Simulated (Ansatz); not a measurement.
## Multireference treatment of CH₃N, singlet

Computed with Ansatz's Gaussian-basis code (development build). Basis cc-pVDZ, nonrelativistic, 2 orbitals frozen in the corrections. State-specific CASSCF; RHF is the lowest restricted (open-shell) Hartree–Fock solution met. Solutions may break the symmetry of the shape. Lower solutions, or ones in other orbitals, may exist.

Geometry:

```xyz
5

C     0.0000   -0.0406   -0.5353
N     0.0000   -0.0652    0.6275
H     0.0000    0.8132    0.9736
H     0.0000   -0.9157   -1.0482
H     0.0000    0.8024   -1.1066
```

Problem. What do CASSCF and its corrections give against RHF in CAS(2,2), and what are the occupations?

Solution. CASSCF -0.728 eV, SC-NEVPT2 -7.903 eV; occupations 1.94, 0.06.
